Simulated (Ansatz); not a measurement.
Reaction (SMILES): [C](F)(F)F → C atom + 3 F atom
B3LYP-D3(BJ)/def2-TZVP geometries, fixed; electronic energies without zero-point terms.

How fast the atomisation energy converges with the basis for several methods (Ansatz, a program for electronic structure): deviation from each method's own reference, in kcal/mol. References: B2PLYP 346.30 kcal/mol, the value in pcseg-4; B3LYP 343.62 kcal/mol, the value in pcseg-4; CCSD(T) 344.50 kcal/mol, Hartree-Fock in cc-pVQZ plus the correlation part extrapolated as X^-3 from cc-pVTZ and cc-pVQZ; HF 224.89 kcal/mol, the value in aug-pcseg-3; MP2 368.28 kcal/mol, Hartree-Fock in aug-cc-pVQZ plus the correlation part extrapolated as X^-3 from aug-cc-pVTZ and aug-cc-pVQZ; PBE 372.17 kcal/mol, the value in pcseg-4. Cartesian d functions, on some or all atoms, in 6-31G**; all else is spherical. In correlated methods cores are frozen. Open shells are unrestricted. No added dispersion term, no relativity. 

```
basis            functions  B2PLYP  B3LYP  CCSD(T)      HF      MP2    PBE
---------------  ---------  ------  -----  -------  ------  -------  -----
STO-3G                  20  -33.93  10.36   -84.32  -24.78  -118.49  21.67
def2-SVP                56    1.10  11.51   -17.68    2.68   -20.82  13.27
6-31G**                 60   -3.06   6.57   -20.15   -2.74   -23.71   9.39
6-311G**                72  -12.87  -4.57   -29.22  -10.67   -32.60  -1.99
def2-SVPD               89   -2.19   3.92   -15.90    3.48   -17.28   3.95
aug-cc-pVDZ             92  -14.53  -8.11   -29.50  -11.05   -29.80  -7.13
def2-TZVPP             124   -3.40  -0.54   -11.17   -2.05   -12.03   0.20
jun-cc-pV(T+d)Z        156   -3.66  -1.40   -10.27   -1.83   -11.21  -1.27
def2-TZVPPD            157   -3.50  -1.06   -10.45   -1.90   -11.21  -0.76
aug-cc-pVTZ            184   -2.77  -0.95    -8.23   -1.35    -9.12  -0.77
aug-pcseg-2            184   -1.49   0.25    -6.50    0.32    -7.53   0.39
cc-pVQZ                220   -0.76   0.71    -4.43   -1.21    -5.57   1.42
```

Mean absolute deviation over 6-311G**, def2-TZVPP, jun-cc-pV(T+d)Z, def2-TZVPPD, aug-cc-pVTZ, aug-pcseg-2: PBE 0.90, B3LYP 1.46, HF 3.02, B2PLYP 4.62, CCSD(T) 12.64, MP2 13.95 kcal/mol.
